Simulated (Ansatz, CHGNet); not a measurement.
# How well does each level of theory give the enthalpy of formation of 1T (CdI2-type) SnSe₂?

Reference value: -0.43 eV/atom (measured, 298 K, no zero-point or thermal correction; as tabulated in Zhang et al. (2018), doi:10.1038/s41524-018-0065-z).

```tsv
level (code)	value (eV/atom)
CHGNet-r²SCAN	-0.434
LDA (Ansatz)	(withheld)
PBE (Ansatz)	-0.356
PBEsol (Ansatz)	-0.342
revPBE (Ansatz)	-0.340
PBE-D3(BJ) (Ansatz)	-0.353
PBE-D4 (Ansatz)	-0.351
r²SCAN (Ansatz)	-0.468
r²SCAN-D4 (Ansatz)	-0.471
r²SCAN+rVV10 (Ansatz)	-0.467
PBE0 (Ansatz)	(withheld)
r²SCAN0 (Ansatz)	(withheld)
```

Question: Complete the blanks.

Answer: 
- LDA (Ansatz, an electronic-structure program), value (eV/atom): -0.326
- PBE0 (Ansatz), value (eV/atom): -0.443
- r²SCAN0 (Ansatz), value (eV/atom): -0.504

Differences against the reference: CHGNet-r²SCAN -0.004 eV/atom, LDA +0.104 eV/atom, PBE +0.074 eV/atom, PBEsol +0.088 eV/atom, revPBE +0.090 eV/atom, PBE-D3(BJ) +0.077 eV/atom, PBE-D4 +0.079 eV/atom, r²SCAN -0.038 eV/atom, r²SCAN-D4 -0.041 eV/atom, r²SCAN+rVV10 -0.037 eV/atom, PBE0 -0.013 eV/atom, r²SCAN0 -0.074 eV/atom.

Once the reference is moved by up to 0.030 eV/atom (a margin picked here for doubts on the reference and the settings, and for temperature and zero-point motion) and values within 0.010 eV/atom count as equal, the nearest can be CHGNet-r²SCAN (-0.004 eV/atom), PBE0 (-0.013 eV/atom), r²SCAN+rVV10 (-0.037 eV/atom), r²SCAN (-0.038 eV/atom) or r²SCAN-D4 (-0.041 eV/atom). By the same margin the farthest can be LDA (+0.104 eV/atom) or r²SCAN0 (-0.074 eV/atom).

The reference isn't brought to a static lattice, while the calculations are for one, so the differences are not the levels' errors alone.  Density-functional levels without +SOC have no spin–orbit coupling, which shifts binding energies of heavy elements. LDA: LDA has no dispersion term either, though it tends to give short spacings of layers, chains or molecules. PBE, PBEsol, revPBE, r²SCAN, PBE0, r²SCAN0: the cell comes from a level without a dispersion term, which matters for the spacing of layers, chains or molecules. revPBE: for a layered or molecular solid the relaxed cell lies over 5 % above the published volume, where the minimum can be shallow. revPBE: an element that serves as reference has a cell well above its measured volume. Each level is taken at its own relaxed cell. Cutoffs and k meshes differ between the levels. Ansatz's density-functional and Hartree–Fock values are scalar-relativistic unless marked +SOC, with PAW data made under PBE.

Machine-learned potentials (CHGNet-r²SCAN) are trained on DFT data: a solid inside that data is no test of them.

Differences are worked out from the printed values.
